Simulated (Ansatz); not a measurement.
Geometry optimisation, Ansatz 0.2.0, RKS B3LYP-D4/def2-SVP.

input.yaml

```yaml
crystal:
  periodic: [false, false, false]
  atoms:
    - { symbol: Al, position_ang: [0.288168, -0.000776, -0.052005] }
    - { symbol: O, position_ang: [0.787463, -0.138354, 1.591263] }
    - { symbol: H, position_ang: [0.279016, -0.247375, 2.4045] }
    - { symbol: H, position_ang: [1.773644, 0.071554, -0.443684] }
    - { symbol: F, position_ang: [-1.21469, 0.033551, -0.747674] }
basis:
  gaussian: { orbitals: def2-SVP }
hamiltonian:
  xc: b3lyp
  dispersion: d4
relax:
  f_tol: 0.03
  max_steps: 50
```

Command:

```bash
$ ansatz run input.yaml --threads 1 --pin off --max-ram 2048MiB --backend cpu --events-out ev --progress --plain --runs-dir out
```

Task: Where does it end, and by what steps?

Result: The run converged. After 6 steps the energy has fallen by 0.558 eV; H4 moved furthest, 0.43 Å.

```csv
step,energy less start (eV),largest force component (eV/Å),accepted
0,0.0000,1.464,yes
1,-0.3597,1.174,yes
2,-0.3728,1.599,yes
3,-0.5532,0.463,yes
4,-0.5564,0.211,yes
5,-0.5575,0.129,yes
6,-0.5580,0.030,yes
```

```xyz
5
Properties=species:S:1:pos:R:3
Al 0.490 -0.005 0.062
O 0.708 -0.177 1.731
H 0.029 -0.245 2.408
H 1.734 0.114 -0.873
F -1.048 0.032 -0.576
```

Whether the end is a true minimum wasn't checked by a vibrational analysis.

Run time: 18 s on 1 thread of Arm Neoverse N1 (shared host), peak memory 0.12 GiB.
